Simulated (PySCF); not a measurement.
Löwdin shares of the frontier orbitals

Species: C2H5NO.
Z-matrix (Å and degrees, GFN2-xTB geometry), rows numbered from 1:
```
C 
O   1  1.4187
C   2  1.3256  1  115.69
N   3  1.2568  2  122.77  1    -0.00
H   1  1.0872  2  106.36  3  -179.95
H   1  1.0913  2  110.20  3   -59.79
H   1  1.0914  2  110.21  3    59.89
H   3  1.0986  2  109.44  1   179.99
H   4  1.0126  3  115.31  2   179.98
```

Level of theory: TDDFT PBE0/def2-SVPD, vertical, gas phase, core orbitals frozen in the response in PySCF 2.14.0, density-fitted response routines.

Frontier orbitals with the atoms that hold most of them (Löwdin shares over 4%, at most four atoms; ? is withheld):

| orbital | ε (eV) | atoms |
| --- | --- | --- |
| LUMO+2 | 1.46 | C1 24%, O2 14%, H5 12%, H7 10% |
| LUMO+1 | 0.86 | C3 29%, C1 16%, H9 13%, H8 12% |
| LUMO | ? | C3 38%, N4 33%, O2 15%, H8 8% |
| HOMO | -7.94 | N4 65%, C3 15%, H9 7%, H8 5% |
| HOMO-1 | -7.95 | N4 36%, O2 36%, C3 14%, C1 5% |
| HOMO-2 | -10.08 | O2 49%, C1 21%, H5 9%, C3 5% |
| HOMO-3 | -10.41 | C1 24%, C3 20%, N4 16%, O2 16% |

Q: What is the LUMO energy, and the HOMO–LUMO gap?

A: ε(LUMO) = 0.53 eV; the gap is 8.47 eV (0.3113 hartree).

Within 0.005 eV of a neighbour in this list lie HOMO-1/HOMO (point group found: Cs); within a degenerate set the shares of single atoms can hang on how the components are chosen.

Q: The HOMO–LUMO gap is 8.47 eV. Where does the response calculation put the lowest singlet, and from which orbitals?

A: S1 is at 6.38 eV (f = 0.0005), 2.10 eV below the gap, made of HOMO→LUMO (99%). Without the coupling terms of the response equations the lowest excitation would equal the gap.

Next come S2 at 7.47 eV (f 0.0024), HOMO→LUMO+1 (76%), HOMO-1→LUMO (18%); S3 at 7.52 eV (f 0.020), HOMO-1→LUMO+1 (97%); S4 at 7.80 eV (f 0.187), HOMO-1→LUMO (71%), HOMO→LUMO+1 (14%); S5 at 8.23 eV (f 0.0063), HOMO-1→LUMO+2 (96%).

Löwdin shares depend on the basis, the more so with diffuse functions.

One conformer stands for the species.
